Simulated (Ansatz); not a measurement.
## YSn3 (Pm-3m)

Method: DFT PBEsol, scalar-relativistic, plane waves, PAW (Ansatz 0.2.0).

Settings: cutoff 420 eV, Γ-centred mesh 10×10×10 on the computed 4-atom cell, Gaussian smearing of 0.10 eV; no spin polarisation.

The structure is relaxed at this level of theory with its symmetry kept. Whether it is the stable form of this composition wasn't checked.

```yaml
crystal:
  lattice:
    - [4.64713, 0.00000, 0.00000]
    - [0.00000, 4.64713, 0.00000]
    - [0.00000, 0.00000, 4.64713]
  atoms:
    - { symbol: Y, position: [0.00000, 0.00000, 0.00000] }
    - { symbol: Sn, position: [0.00000, 0.50000, 0.50000] }
    - { symbol: Sn, position: [0.50000, 0.00000, 0.50000] }
    - { symbol: Sn, position: [0.50000, 0.50000, 0.00000] }
```

Question: Formation energy from the elements' standard states (uncorrected)?

Answer: -0.498 eV/atom.

Question: Density of states at the Fermi level?

Answer: 2.68 states/eV per cell.

Question: Löwdin character within 0.5 eV of the Fermi level?

Answer: Sn 5p 54 %, Y 4d 28 %, Sn 5s 12 %.

Question: Bulk modulus?

Answer: 64 GPa.

Question: Its pressure derivative?

Answer: 4.4.

Question: Bader charges (e)?

Answer: Y (1 in the cell) 1.40, Sn (3 in the cell) -0.47.